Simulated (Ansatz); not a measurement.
Results of PBE+SOC (plane waves, PAW; Ansatz, a first-principles code) for hcp Tl.

Settings: plane-wave cutoff 520 eV, 18×18×10 k mesh (along the axes of the cell as run), Fermi–Dirac smearing 0.05 eV, PAW data made under PBE.

Cell (relaxed at this level):

```cif
data_Tl2
_chemical_formula_sum 'Tl2'
_space_group_name_H-M_alt 'P63/mmc'
_space_group_IT_number 194
_space_group_name_Hall '-P 6c 2c'
_cell_length_a 3.56033
_cell_length_b 3.56033
_cell_length_c 5.62987
_cell_angle_alpha 90.000
_cell_angle_beta 90.000
_cell_angle_gamma 120.000
loop_
_atom_site_label
_atom_site_type_symbol
_atom_site_symmetry_multiplicity
_atom_site_Wyckoff_symbol
_atom_site_fract_x
_atom_site_fract_y
_atom_site_fract_z
_atom_site_occupancy
Tl1 Tl 2 c 0.33333 0.66667 0.25000 1
```

Problem. Estimate the bulk modulus and pressure derivative B′ of the bulk modulus that the calculation returns.

Solution. 
- bulk modulus = 27.2 GPa
- pressure derivative B′ of the bulk modulus = 5.5

The run finds no gap.

Measured, for comparison: bulk modulus 37.4 GPa (copied from a table, unchecked, extrapolated to 0 K and zero-point effects removed; as tabulated in Lejaeghere et al. (2013), arXiv:1204.2733). Computed (rounded) less measured: bulk modulus not scored (unchecked).

Note: the bulk modulus comes from volumes at which shape and atoms were relaxed.

The computed numbers hold no vibrational or temperature effects.

Computing time: around 21 core-minutes (rough).
